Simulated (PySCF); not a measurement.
Match the calculated data to a structure.

All candidates are C5H11S (charge -1).

- Rotational structure: rotational constants A, B, C: 5.576, 1.298, 1.111 GHz [PBE0-D3(BJ)/def2-SVP]
- 1H NMR: chemical shifts (computed TMS as zero) by class: 3.02 (1 H), 2.13 (1 H), 1.16 (3 H), 0.96 (1 H), 0.87 (1 H), 0.82 (1 H), 0.77 (3 H) ppm [GIAO PBE/pcSseg-1]
- NMR, other nuclei: isotropic shieldings of nuclei other than C and H, by class: 468 (1 S) ppm [GIAO PBE/pcSseg-1]
- 13C NMR: chemical shifts (computed TMS as zero) by class: 59.9 (1 C), 48.2 (1 C), 31.0 (1 C), 28.6 (1 C), 18.9 (1 C) ppm [GIAO PBE/pcSseg-1]

Gas-phase values; electronic properties from PySCF, density fitting. Levels stand in brackets. The structure is a single PBE0-D3(BJ)/def2-SVP conformer in the gas phase; no vibrational or solvent corrections. The geometry's basis has no diffuse functions, a weakness for an anion. The HOMO energy is positive, so at this level the finite basis confines the outermost electrons. No diffuse functions stand in pcSseg-1, which bears on an anion's orbital energies. NMR classes are plain means over equivalent atoms (diastereotopic ones count apart unless rotation or inversion swaps them), as if these changed places fast.

Question: Which candidate is it?
A. `CCC([S-])CC`
B. `CCC(C)(C)[S-]`
C. `CCC[C@@H](C)[S-]`
D. `CCCCC[S-]`

Answer: C. It is `CCC[C@@H](C)[S-]`. Numbering: `[CH3:1][CH2:2][CH2:3][C@@H:4]([CH3:5])[S-:6]`. 5 carbons fall into 5 classes; from least to most shielded: chain CH2 carbon [C3] (59.9 ppm), sp3 carbon bound to sulfur [C4] (48.2 ppm), methyl carbon [C5] (31.0 ppm), chain CH2 carbon [C2] (28.6 ppm), methyl carbon [C1] (18.9 ppm). Hydrogen classes from least to most shielded: 1 H on an sp3 carbon bound to sulfur, C4 (3.02 ppm), 1 H on a chain CH2 carbon, C3 (2.13 ppm), 3 H on a methyl carbon, C5 (1.16 ppm, a mean of values up to 1.7 ppm apart in this geometry), 1 H on a chain CH2 carbon, C2 (0.96 ppm), 1 H on a chain CH2 carbon, C2 (0.87 ppm), 1 H on a chain CH2 carbon, C3 (0.82 ppm), 3 H on a methyl carbon, C1 (0.77 ppm). The other shieldings belong to: 468 ppm, thiolate sulfur [S6]. The optimised geometry has point group C1 and is an asymmetric top.

The others, at the same levels:
- `CCC(C)(C)[S-]` fails: it has 4 carbon classes against 5; its computed 13C shifts are 48.5 (1 C), 47.7 (1 C), 42.4 (2 C), 14.5 (1 C) ppm, 1H shifts are 1.50 (3 H), 1.40 (6 H), 1.32 (2 H) ppm and rotational constant A is 3.037 GHz (against 5.576 GHz).
- `CCC([S-])CC` fails: it has 3 carbon classes against 5; its computed 13C shifts are 57.9 (1 C), 41.9 (2 C), 15.6 (2 C) ppm, 1H shifts are 2.49 (1 H), 1.45 (2 H), 1.06 (6 H), 1.04 (2 H) ppm and rotational constant A is 3.179 GHz (against 5.576 GHz).
- `CCCCC[S-]` fails: its computed 13C shifts are 54.0 (1 C), 46.8 (1 C), 39.3 (1 C), 30.4 (1 C), 18.2 (1 C) ppm, 1H shifts are 3.02 (2 H), 1.49 (2 H), 1.24 (2 H), 1.18 (2 H), 0.73 (3 H) ppm and rotational constant A is 15.095 GHz (against 5.576 GHz).

Each candidate is one conformer, not necessarily the lowest. Dipoles, sizes and rotational constants follow the conformer. The torsions of the flexible species, by atom-mapped SMILES:
- `[CH3:1][CH2:2][CH2:3][C@@H:4]([CH3:5])[S-:6]`: C1–C2–C3–C4 176°, C2–C3–C4–C5 61°
- `[CH3:1][CH2:2][C:3]([CH3:4])([CH3:5])[S-:6]`: C1–C2–C3–C4 63°
- `[CH3:1][CH2:2][CH:3]([S-:4])[CH2:5][CH3:6]`: C1–C2–C3–S4 -172°, C2–C3–C5–C6 -175°
- `[CH3:1][CH2:2][CH2:3][CH2:4][CH2:5][S-:6]`: C1–C2–C3–C4 180°, C2–C3–C4–C5 180°, C3–C4–C5–S6 180°
